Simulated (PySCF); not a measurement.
Compound: C4H3N2 (doublet state).
Z-matrix (Å and degrees, GFN2-xTB geometry), rows numbered from 1:
```
C 
C   1  1.2866
C   2  1.4527  1  143.27
N   3  1.3022  2   98.86  1  -179.99
C   4  1.4259  3   91.87  2     0.00
N   5  1.2321  2  132.22  1     0.02
H   1  1.0662  2  134.51  3   180.00
H   3  1.0762  2  133.92  1    -0.04
H   6  1.0153  5  118.39  2   179.96
```

As a line formula: `N1=CC(=[C]/[H])/C1=N/[H]` [radical].

Method: UKS B3LYP, pcH-1 on C H N, non-relativistic, mean-field spin-orbit, GIAO in PySCF 2.14.0. Geometry: GFN2-xTB; no solvent, vibrations or thermal averaging. Couplings are sensitive to structure, and on GFN2-xTB geometries they can be far from those on DFT ones. Stability of the SCF solution: not tested.

Principal values of hyperfine tensors in MHz (contact and dipolar terms together), for some of the nuclei:

| atom | isotope | A1 | A2 | A3 |
| --- | --- | --- | --- | --- |
| C1 | 13C | 215.78 | 241.03 | 431.99 |
| C5 | 13C | 119.80 | 124.14 | 153.71 |
| C3 | 13C | 74.60 | 80.59 | 85.99 |
| H7 | 1H | 4.36 | 26.62 | 74.79 |
| C2 | 13C | -51.36 | -34.50 | -11.79 |
| N6 | 14N | 8.06 | 10.42 | 11.55 |
| H8 | 1H | -0.23 | 1.82 | 7.87 |
| N4 | 14N | -7.43 | -0.67 | 2.92 |

Question: Give the isotropic coupling of each nucleus in MHz and in mT (g = 2.0020), and the anisotropic part.

Answer: a_iso = (A1 + A2 + A3)/3, Ti = Ai − a_iso; 1 mT corresponds to 28.021 MHz.

```json
{"atom": "C1", "a_iso (MHz)": "296.26", "a_iso (mT)": "10.573", "T1": "-80.49", "T2": "-55.24", "T3": "135.72"}
{"atom": "C5", "a_iso (MHz)": "132.55", "a_iso (mT)": "4.730", "T1": "-12.75", "T2": "-8.41", "T3": "21.16"}
{"atom": "C3", "a_iso (MHz)": "80.40", "a_iso (mT)": "2.869", "T1": "-5.79", "T2": "0.20", "T3": "5.60"}
{"atom": "H7", "a_iso (MHz)": "35.26", "a_iso (mT)": "1.258", "T1": "-30.90", "T2": "-8.64", "T3": "39.53"}
{"atom": "C2", "a_iso (MHz)": "-32.55", "a_iso (mT)": "-1.162", "T1": "-18.81", "T2": "-1.95", "T3": "20.76"}
{"atom": "N6", "a_iso (MHz)": "10.01", "a_iso (mT)": "0.357", "T1": "-1.95", "T2": "0.41", "T3": "1.54"}
{"atom": "H8", "a_iso (MHz)": "3.15", "a_iso (mT)": "0.113", "T1": "-3.38", "T2": "-1.34", "T3": "4.72"}
{"atom": "N4", "a_iso (MHz)": "-1.73", "a_iso (mT)": "-0.062", "T1": "-5.70", "T2": "1.06", "T3": "4.65"}
```

Question: What spin density at the nucleus of C5 lies behind its contact coupling (g_N = 1.40482)?

Answer: a_FC = 800.24 MHz bohr³ × g_N × ρ(0)/(2S). With a_FC = 132.55 MHz and 2S = 1, ρ(0) = 0.1179 bohr⁻³.

Question: H9 (1H, g_N = 5.58569) isn't in the table. Its spin density at the nucleus is 0.005794 bohr⁻³. What is its contact coupling?

Answer: By the same relation, a_FC = 25.9 MHz. Its full tensor has the principal values 24.56, 25.06, 28.08 MHz.

Question: Name the largest traceless tensor T of the table and describe it.

Answer: C1: -80.5, -55.2, 135.7 MHz, rhombic: the two smaller values differ by 19 % of the largest.

Question: In a single crystal, with the field along each principal axis of the tensor of C5 in turn, what first-order splitting does this nucleus give (isotropic g, quadrupole terms neglected)?

Answer: 2 lines (I = 1/2), spaced by |A_i|/(g × 13.996): 4.28, 4.43, 5.49 mT along the axes of A1, A2 and A3.

On Arm Neoverse V1, one thread, shared host, this took 21 s of wall time (with the writing of density and orbital grids) and 0.70 GiB of memory at its peak.
